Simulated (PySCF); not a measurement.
## What the settings do

Molecule: SMILES C=CCOCF, C4H7FO; geometry GFN2-xTB.

Molfile (atoms numbered from 1):
```
C4H7FO
     RDKit          3D

 13 12  0  0  0  0  0  0  0  0999 V2000
   -2.4269   -0.0540   -0.4361 C   0  0  0  0  0  0  0  0  0  0  0  0
   -1.2420   -0.6199   -0.3149 C   0  0  0  0  0  0  0  0  0  0  0  0
   -0.1071   -0.0353    0.4628 C   0  0  0  0  0  0  0  0  0  0  0  0
    1.0923   -0.1916   -0.2963 O   0  0  0  0  0  0  0  0  0  0  0  0
    2.1986    0.3429    0.2838 C   0  0  0  0  0  0  0  0  0  0  0  0
    2.5631   -0.3510    1.4217 F   0  0  0  0  0  0  0  0  0  0  0  0
   -2.6556    0.8938    0.0233 H   0  0  0  0  0  0  0  0  0  0  0  0
   -3.2221   -0.5197   -0.9911 H   0  0  0  0  0  0  0  0  0  0  0  0
   -1.0163   -1.5665   -0.7835 H   0  0  0  0  0  0  0  0  0  0  0  0
   -0.2783    1.0301    0.6734 H   0  0  0  0  0  0  0  0  0  0  0  0
   -0.0001   -0.5674    1.4204 H   0  0  0  0  0  0  0  0  0  0  0  0
    2.0602    1.3883    0.6127 H   0  0  0  0  0  0  0  0  0  0  0  0
    3.0299    0.2508   -0.4229 H   0  0  0  0  0  0  0  0  0  0  0  0
  1  2  2  0
  2  3  1  0
  3  4  1  0
  4  5  1  0
  5  6  1  0
  1  7  1  0
  1  8  1  0
  2  9  1  0
  3 10  1  0
  3 11  1  0
  5 12  1  0
  5 13  1  0
M  END
```

All runs: PySCF 2.14, non-relativistic, gas phase unless a solvent (IEF-PCM) is named; grid level 2, GIAOs and SCF threshold 1e-9 unless changed. The yardstick, PBE0/pcSseg-1, gives these isotropic shieldings σ (ppm, equivalent atoms averaged): C1 64.7, C5 79.4, C3 110.2, O4 242.3, H7 26.17, H8 26.25, H10/H11 27.29.

Question: What do these inputs give? (1) wB97X/pcSseg-1; max_cycle 93; squeeze 0.5; altered: squeeze 0.5; (2) B97-2/MINI; guess vsap; (3) PBE0/6-31G-J; aux sto-3g; max_cycle 79

Answer: 
```tsv
run	outcome	functions	wall time	C1	C5	C3	O4	H7	H8	H10/H11
1	converged	137	11 s	130.9	81.6	68.8	245.8	22.18	21.09	28.07
2	converged	37	4.6 s	113.7	134.9	155.4	345.4	24.81	24.47	27.12
3	refused	–	0.01 s	–	–	–	–	–	–	–
```

Times are on 1 thread of an Intel Xeon 6975P-C, shared host.

Question: Comment on the technical settings and failures.

Answer: 
- Run 1: The functional differs from the yardstick's, which in itself moves the values. One bond was set to 0.5 of its length. The cycle limit changes the path of the SCF (12 cycles), not the solution, provided the same state is reached.
- Run 2: The functional and orbital basis differ from the yardstick's, which in itself moves the values. The starting guess changes the path of the SCF (10 cycles), not the solution, provided the same state is reached. With 37 functions the basis is far too small for magnetic properties.
- Run 3: The basis set has no functions for an element of the molecule, so the input is rejected.

Runs 1, 2, 3 were set up unsoundly or failed; their numbers aren't to be quoted as properties of the molecule.
